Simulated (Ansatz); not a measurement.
Predicting a hybrid from its neighbours: SOF2 (thionyl fluoride)

SOF2 has 4 atoms, charge 0, and is taken as a singlet. SMILES: `O=S(F)F`. The coordinates come from a PBE0-D4/def2-TZVP relaxation.

The HOMO–LUMO gap y, in eV, basis aug-cc-pVDZ; a is the functional's share of exact exchange. Programs: Ansatz 0.2.0.

| functional | program | a | y (eV) |
| --- | --- | --- | --- |
| r2SCAN | Ansatz | 0 | 6.38 |
| BLYP | Ansatz | 0 | 5.87 |
| B3LYP | Ansatz | 0.2 | 7.87 |
| PBE0 | Ansatz | 0.25 | ? |
| r2SCAN0 | Ansatz | 0.25 | 8.75 |
| BHLYP | Ansatz | 0.5 | 10.88 |

Problem. Fit y = c + s·a to the known rows and predict PBE0.

Solution. 
1. Means of the 5 rows: a = 0.1900, y = 7.950.
2. Σ(Δa)² = 0.172, Σ(Δa·Δy) = 1.649, so the slope is 1.649/0.172 = 9.5872.
3. Intercept: 7.950 − (9.5872) × 0.1900 = 6.128. The largest residual of the fit is 0.26.
4. PBE0: 6.128 + (9.5872) × 0.25 = 8.52 eV.

The run gave 8.38 eV, so the prediction is off by +0.14 eV, within the scatter of the fit. Exact exchange lowers occupied levels and raises empty ones. The rows mix families of semi-local functionals, which the line can't see.
